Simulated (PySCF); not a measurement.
An unknown is described by computed data only.

Formula: CH7PSi.

- XPS: Si2p3/2 106.6, P2p3/2 136.2, C1s 290.4, Si1s 1846.3, P1s 2149.8 eV [ΔSCF SCAN, pcX-2 on the ionised atom, pcseg-1 elsewhere, spin-free X2C, 2p3/2 from a spin–orbit splitting computed afterwards within the 2p shell]
- Polarisability: 69.8 au [CAM-B3LYP/def2-SVPD]
- UV, first state: lowest singlet excitation: 6.59 eV (188 nm, f = 0.014) [TDDFT CAM-B3LYP/def2-SVPD]
- NMR, other nuclei: isotropic shieldings of nuclei other than C and H, by class: 395 (1 Si), 586 (1 P) ppm [GIAO PBE0/pcSseg-1]
- Rotational structure: rotational constants A, B, C: 14.293, 3.306, 2.892 GHz [PBE0-D3(BJ)/def2-SVP]
- Dipole: 1.46 D [CAM-B3LYP/def2-SVPD]
- 13C NMR: chemical shifts (computed TMS as zero) by class: -0.7 (1 C) ppm [GIAO PBE0/pcSseg-1]
- Triplet: lowest triplet excitation (Tamm–Dancoff): 5.72 eV [TDA CAM-B3LYP/def2-SVPD]
- 1H NMR: chemical shifts (computed TMS as zero) by class: 4.26 (2 H), 1.51 (2 H), 0.35 (3 H) ppm [GIAO PBE0/pcSseg-1]

The electronic properties come from PySCF, for the isolated species, density fitting. Levels stand in brackets. One conformer (not necessarily the lowest) at the PBE0-D3(BJ)/def2-SVP geometry, without solvent, vibrations or thermal averaging. NMR values are class means; diastereotopic atoms form classes of their own.

Question: What is the compound? Reason from the data.

Answer: Numbering: `[CH3:1][SiH2:2][PH2:3]`. The one carbon: Si-methyl carbon [C1] (-0.7 ppm). Hydrogen classes from least to most shielded: 2 H on an SiH2 silicon, Si2 (4.26 ppm), 2 H on a three-coordinate phosphorus, P3 (1.51 ppm), 3 H on an Si-methyl carbon, C1 (0.35 ppm). The other shieldings belong to: 395 ppm, SiH2 silicon [Si2]; 586 ppm, three-coordinate phosphorus [P3]. The core levels belong to: Si2p3/2 106.6 eV, SiH2 silicon [Si2]; P2p3/2 136.2 eV, three-coordinate phosphorus [P3]; C1s 290.4 eV, Si-methyl carbon [C1]; Si1s 1846.3 eV, SiH2 silicon [Si2]; P1s 2149.8 eV, three-coordinate phosphorus [P3]. The optimised geometry has point group Cs and is an asymmetric top. Structure: `C[SiH2]P`. The assignments are read from this structure; whether some other isomer fits the data as well wasn't checked.

Conformer computed: `[CH3:1][SiH2:2][PH2:3]`: H–P3–Si2–C1 -47°, H–P3–Si2–C1 47°.
